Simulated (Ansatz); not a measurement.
System: azane, NH3, net charge 0, singlet state. 
Structure (B3LYP-D3(BJ)/def2-TZVP (Ansatz, an electronic-structure program) minimum search):
```
N
H 1 1.0136
H 1 1.0136 2 107.33
H 1 1.0136 2 107.33 3 -115.09
```
Charge 0, spin multiplicity 1.

Give the harmonic wavenumbers at B3LYP-D3(BJ)/def2-TZVP (Ansatz, finite differences of forces, unscaled).

1025, 1671, 1671, 3464, 3584, 3584 cm⁻¹. Zero-point energy 21.4 kcal/mol.

From these and the geometry, give the ideal-gas thermochemistry at 298.15 K and 1 atm (rigid rotor, harmonic oscillator).

Point group C3v, rotational symmetry number 3. Rotational constants 299.3, 299.3, 188 GHz. S(trans) 34.44, S(rot) 11.44, S(vib) 0.10, S(elec, spin only) 0.00, S 46.0 cal/(mol K). H(298) - H(0) 2.39 kcal/mol; G - E(el) 10.1 kcal/mol. Tabulated S at 1 bar: 46.1 cal/(mol K) (CRC Handbook, as tabulated in the package chemicals).
